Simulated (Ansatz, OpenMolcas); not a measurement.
## H3NO (hydroxylamine): from total energies to a heat of formation

The species is H3NO (5 atoms), meant as a singlet with charge 0. As SMILES, `NO`. The coordinates come from a PBE0-D4/def2-TZVP relaxation. This is one conformer, not always the lowest.

Total energies at PBE/def2-TZVPP (OpenMolcas 26.06); the atoms run unrestricted:

| species | state | energy (Eh) |
| --- | --- | --- |
| H3NO | singlet | -131.633561 |
| N | quartet | -54.532142 |
| O | triplet | -75.009671 |
| H | doublet | -0.499616 |

Harmonic wavenumbers at PBE0-D4/def2-TZVP, in cm⁻¹: 432, 980, 1152, 1346, 1411, 1678, 3470, 3552, 3855.

Measured heats of formation of the gaseous atoms at 298.15 K, in kJ/mol: N 472.4, O 249.2, H 218.0. Spin-orbit lowering of the atoms at 298 K (mean of the ground term's levels less their thermal mean, from spectra), in kJ/mol: O 0.40. Take 1 Eh = 2625.50 kJ/mol, 1 cm⁻¹ = 0.0119627 kJ/mol, RT = 2.479 kJ/mol.

Problem. What heat of formation follows?

Solution. 
1. Electronic atomisation energy: (-54.532142) + (-75.009671) + 3 × (-0.499616) − (-131.633561) = 0.592900 Eh = 1556.7 kJ/mol.
2. Zero-point energy: half the sum of the wavenumbers, 8938 cm⁻¹ = 106.9 kJ/mol.
3. Thermal vibrational enthalpy, Σ hcν̃/(exp(hcν̃/kT) − 1): 0.9 kJ/mol. Translation, rotation and pV of a non-linear molecule: 4 RT = 9.9 kJ/mol.
4. The 5 free atoms carry 5/2 RT each: 31.0 kJ/mol.
5. Spin-orbit coupling lowers the free atoms by 0.40 = 0.4 kJ/mol.
6. Atomisation enthalpy at 298 K: 1556.7 − 0.4 − 106.9 − 0.9 − 9.9 + 31.0 = 1469.6 kJ/mol.
7. Sum of the atoms' heats of formation: 1375.6 kJ/mol. Heat of formation: 1375.6 − 1469.6 = -94.0 kJ/mol.

The tabulated value is -43.5 kJ/mol (Active Thermochemical Tables), so this level is off by -50.5 kJ/mol, or 3.6 % of the atomisation enthalpy. Gradient-corrected functionals often overbind somewhat. Anharmonicity and any spin-orbit splitting of the molecule are left out.
